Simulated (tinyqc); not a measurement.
Born-Oppenheimer dynamics on the RHF/sto-6g surface (energies and gradients from PySCF), for CH+, spin multiplicity 1, step by step. Computed by tinyqc, a small Python program that keeps every step (integrals from PySCF). Settings: charge = 1, multiplicity = 1, basis = sto-6g, time step (fs) = 0.2, steps = 16. Command: `OMP_NUM_THREADS=1 python tinyqc.py 22866 22867 out.jsonl` (the two numbers bound the seeds that draw the settings). One thread of a shared host (Intel(R) Xeon(R) Processor @ 2.60GHz), about 2 s of CPU time with the checks.

positions (bohr):
```
         x       y       z
1C  0.0000  0.0000  0.0000
2H  0.0000  0.0000  2.1316
```

The total energy should stay constant up to terms of order dt^2; the step counts as short enough if it moves by less than 2 % of the largest kinetic energy.

Trajectory:
```
time (fs)  1C-2H (angstrom)  potential (hartree)  kinetic (hartree)  total (hartree)
0.0000               1.1280           -37.824914           0.000472       -37.824442
0.2000               1.1313           -37.825171           0.000728       -37.824443
0.4000               1.1355           -37.825469           0.001025       -37.824444
0.6000               1.1404           -37.825787           0.001341       -37.824446
0.8000               1.1460           -37.826103           0.001656       -37.824447
1.0000               1.1523           -37.826398           0.001950       -37.824448
1.2000               1.1589           -37.826652           0.002203       -37.824449
1.4000               1.1660           -37.826851           0.002402       -37.824450
1.6000               1.1734           -37.826986           0.002536       -37.824450
1.8000               1.1809           -37.827049           0.002599       -37.824450
2.0000               1.1884           -37.827041           0.002591       -37.824450
2.2000               1.1959           -37.826963           0.002514       -37.824449
2.4000               1.2032           -37.826823           0.002374       -37.824449
2.6000               1.2102           -37.826629           0.002181       -37.824448
2.8000               1.2169           -37.826393           0.001946       -37.824447
3.0000               1.2231           -37.826130           0.001684       -37.824446
3.2000               1.2289           -37.825851           0.001406       -37.824445
```

Is the time step short enough?

Yes. The total energy moves within 8.0e-06 hartree, under 2 % of the largest kinetic energy.
